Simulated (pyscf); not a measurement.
PySCF, gas phase, ωB97X-D3(BJ)/def2-SVP geometries.

**Question.** H₂C=CH–F + HF → F–CH₂–CH₂–F
Surface: singlet. Broken: F–H. Formed: C–F, C–H. Give ΔE‡ and ΔE from ωB97X-D3(BJ)/def2-TZVP, relative to the separated reactants.

**Answer.** ΔE‡ = 217.1 kJ/mol, ΔE = -68.6 kJ/mol. CCSD(T)/def2-TZVPP + ΔMP2(QZVPP) gives 240.2 kJ/mol and -44.6 kJ/mol. Zero-point energy shifts the barrier by -1.6 kJ/mol. It is an addition across a multiple bond or ene-type step, with an imaginary mode of 1984i cm⁻¹. The same reactants have a lower exit, to H₃C–CH(F)–F (barrier +164.9 kJ/mol at ωB97M-D3(BJ), against +217.9 kJ/mol here). F–CH₂–CH₂–F lies 58.1 kJ/mol over its isomer H₃C–CH(F)–F, and others may lie lower still (electronic energy, ωB97M-D3(BJ)). This is the saddle that the search found; another between the same sides may lie lower. The CCSD(T) − MP2 part came from Ansatz, without density fitting, on the same reference.
